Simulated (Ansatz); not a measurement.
A calculation on fcc Au returned lattice constant a 4.268 Å, bulk modulus 103 GPa, cohesive energy 2.30 eV/atom.

For reference: lattice constant a 4.062 Å (measured, static lattice: zero-point anharmonic expansion removed; as tabulated in Mejia-Rodriguez and Trickey (2018), arXiv:1807.09216); bulk modulus 182 GPa (measured, 0 K value with the zero-point phonon effect removed, our sources range from 175 to 182; as tabulated in Mejia-Rodriguez and Trickey (2018), arXiv:1807.09216).

### Question
Which level of theory produced these numbers?
(A) PBE (Ansatz, a first-principles code)
(B) r²SCAN (Ansatz)
(C) BLYP (Ansatz)
(D) r²SCANh (Ansatz)

### Answer
C, BLYP (Ansatz)

The others give: r²SCAN 4.125 Å, 154 GPa, 3.43 eV/atom; r²SCANh 4.119 Å, 152 GPa, 3.30 eV/atom; PBE 4.158 Å, 139 GPa, 3.05 eV/atom.

Unless a cell is named, each level is at its own relaxed cell (BLYP 19.43, PBE 17.97, r²SCAN 17.54, r²SCANh 17.47 Å³/atom).

Caveats: the cell is over a tenth larger than the published one: the level's own overestimate first of all, though another phase or state, or a fault of the published cell, is possible (BLYP). Ansatz's density-functional and Hartree–Fock values are scalar-relativistic unless marked +SOC, with PAW data made under PBE.
